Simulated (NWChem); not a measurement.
**Correlation energy of F (+1)**

```xyz
1

F      0.0000     0.0000     0.0000
```
Charge +1, spin multiplicity 3.

Everything below was run with NWChem.

Basis set: cc-pVDZ. Each correlation energy counts from its own Hartree-Fock reference.

The correlated methods keep 1 core orbital frozen. The stability of the SCF solutions was not checked. Open-shell Hartree-Fock references start from PBE0 orbitals. No row is a measurement; the coupled-cluster row has its own basis-set and correlation limits.

**Question.** For the correlation energy, URI-MP2 gives -98.5 mHa and CCSD on UHF gives -112.3 mHa. What do CCSD(T) on UHF, CCSD(T) on ROHF give?

**Answer.** CCSD(T) on UHF: -113.1 mHa; CCSD(T) on ROHF: -118.5 mHa.
